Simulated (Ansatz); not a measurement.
Geometry optimisation, RKS PBE0/def2-SVP in Ansatz 0.2.0.

Input file:

```yaml
crystal:
  periodic: [false, false, false]
  atoms:
    - { symbol: Si, position_ang: [0.377664, -0.222548, -0.421441] }
    - { symbol: O, position_ang: [-0.493439, -0.150545, 2.325832] }
    - { symbol: H, position_ang: [-1.096722, -0.835283, 2.6459] }
    - { symbol: H, position_ang: [1.093937, -0.295439, -1.733053] }
    - { symbol: H, position_ang: [0.089113, 1.20329, -0.114217] }
    - { symbol: H, position_ang: [-0.870811, -1.030921, -0.532279] }
    - { symbol: H, position_ang: [1.271957, -0.813866, 0.590771] }
    - { symbol: H, position_ang: [0.358701, -0.624088, 2.206387] }
basis:
  gaussian: { orbitals: def2-SVP }
hamiltonian:
  xc: pbe0
relax:
  f_tol: 0.03
  max_steps: 50
```

Command:

```bash
$ ansatz run input.yaml --threads 1 --pin off --max-ram 2048MiB --backend cpu --events-out ev --progress --plain --runs-dir out
```

Where does it end, and by what steps?

The run converged. The force dipped under the threshold on the way, but the program's further checks kept it going. After 12 steps the energy has fallen by 0.083 eV; H8 moved furthest, 0.61 Å.

```
step  energy less start (eV)  largest force component (eV/Å)  accepted
   0                  0.0000                           0.816       yes
   1                 -0.0494                           0.566       yes
   2                 -0.0279                           0.642        no
   3                 -0.0647                           0.451       yes
   4                 -0.0762                           0.169       yes
   5                 -0.0808                           0.061       yes
   6                 -0.0817                           0.146       yes
   7                 -0.0481                           1.445        no
   8                 -0.0824                           0.038       yes
   9                 -0.0823                           0.255        no
  10                 -0.0831                           0.023       yes
  11                 -0.0833                           0.076       yes
  12                 -0.0834                           0.025       yes
```

```xyz
8
Properties=species:S:1:pos:R:3
Si 0.415 -0.228 -0.482
O -0.580 -0.164 2.381
H -1.076 -0.988 2.335
H 0.924 -0.303 -1.888
H 0.218 1.203 -0.124
H -0.868 -0.988 -0.424
H 1.437 -0.872 0.397
H 0.261 -0.429 2.772
```

Run time: 19 s on 1 thread of Arm Neoverse V1, with other jobs on the host, peak memory 0.11 GiB.
